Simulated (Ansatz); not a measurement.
**CH4OSi: up Jacob's ladder to CCSD(T)**

The task here is to estimate one member of a computed series from the others.

The runs use Ansatz 0.2.0, Gaussian basis; functionals in def2-TZVPP, the program's frozen cores in correlated methods.

Levels to be run: LDA (SPW92), PBE-D4, revPBE-D4, BLYP-D4, r2SCAN-D4, B97M-V, PBE0-D4, B3LYP-D4, r2SCANh-D4, r2SCAN0-D4, HSE06-D4, BHLYP-D4, CAM-B3LYP-D4, LC-ωPBE, ωB97X-V, ωB97M-V, B2PLYP, PBE-QIDH; CCSD(T)/def2-SVP; CCSD(T)/def2-TZVPP; CCSD(T)/def2-QZVPP; extrapolation to the limit; RPA on PBE.

## Structure used throughout

An earlier PBE0-D4 in a triple-zeta def2 set relaxation fixed the geometry.

SMILES `C[Si]O`, 7 atoms, charge 0, spin multiplicity 1.

Atoms are counted from 1 here; the program's logs count them from 0.

Bond lengths: C1–Si2 1.905 Å, C1–H4 1.098 Å, C1–H5 1.093 Å, C1–H6 1.098 Å, Si2–O3 1.656 Å, O3–H7 0.962 Å. Angles: Si2–C1–H4 110.4°, Si2–C1–H5 112.5°, Si2–C1–H6 110.4°, H4–C1–H5 108.0°, H4–C1–H6 107.3°, H5–C1–H6 108.0°, C1–Si2–O3 100.5°, Si2–O3–H7 119.1°.

Set-up of the first run:

in.yaml reads:

```yaml
crystal:
  periodic: [false, false, false]
  atoms:
    - {symbol: C, position_ang: [-0.625983, 0.469993, -0.277078]}
    - {symbol: Si, position_ang: [1.200384, 0.147423, -0.714238]}
    - {symbol: O, position_ang: [1.585233, -0.991848, 0.424126]}
    - {symbol: H, position_ang: [-1.207255, -0.458097, -0.352475]}
    - {symbol: H, position_ang: [-1.088160, 1.212574, -0.931706]}
    - {symbol: H, position_ang: [-0.713643, 0.827909, 0.756934]}
    - {symbol: H, position_ang: [0.910824, -1.275954, 1.048834]}
basis:
  gaussian: {orbitals: def2-TZVPP}
hamiltonian: {xc: lda}
output: {orbitals: {seedname: orbitals}}
```

Launch:

```sh
$ ansatz run in.yaml --threads 2 --pin off --events-out ev --progress --plain --max-ram 32768MiB --backend cpu
```

Steps of the session up to this table: LDA; PBE-D4 (GGA); revPBE-D4 (GGA); BLYP-D4 (GGA); r2SCAN-D4 (meta-GGA); B97M-V (meta-GGA); PBE0-D4 (hybrid); B3LYP-D4 (hybrid); r2SCANh-D4 (hybrid); r2SCAN0-D4 (hybrid); HSE06-D4 (hybrid); BHLYP-D4 (hybrid); CAM-B3LYP-D4 (range-separated); LC-ωPBE (range-separated); ωB97X-V (range-separated); ωB97M-V (range-separated); B2PLYP (double hybrid); PBE-QIDH (double hybrid).

One table of the session follows, with a row left open; its other results are not shown here.

It belongs to the step «Orbital energies across the functionals». 

```
  functional  HOMO (eV)  LUMO (eV)  gap (eV)
 LDA (SPW92)      -5.34      -2.63      2.71
      PBE-D4      -5.26      -2.47      2.79
   revPBE-D4      -5.22      -2.40      2.82
     BLYP-D4      -5.15      -2.34      2.81
   r2SCAN-D4          ?          ?         ?
      B97M-V      -5.52      -2.29      3.23
     PBE0-D4      -6.32      -1.62      4.70
    B3LYP-D4      -6.16      -1.82      4.34
  r2SCANh-D4      -5.84      -2.02      3.82
  r2SCAN0-D4      -6.44      -1.55      4.89
    HSE06-D4      -5.92      -2.00      3.92
    BHLYP-D4      -7.30      -0.70      6.61
CAM-B3LYP-D4      -7.62      -0.52      7.11
     LC-ωPBE      -8.90       0.60      9.50
     ωB97X-V      -8.58       0.50      9.09
     ωB97M-V      -8.42       0.39      8.81
```

**Question.** Estimate the row for r2SCAN-D4.

Worked estimate for «HOMO (eV)». Against the share of exact exchange, r2SCANh-D4 (0.1, -5.84), r2SCAN0-D4 (0.25, -6.44) give a slope of -4.00 per unit share; at 0 the line stands at -5.44.

As computed: HOMO (eV): -5.44; LUMO (eV): -2.34; gap (eV): 3.10. In «HOMO (eV)» the line misses by 0.00.
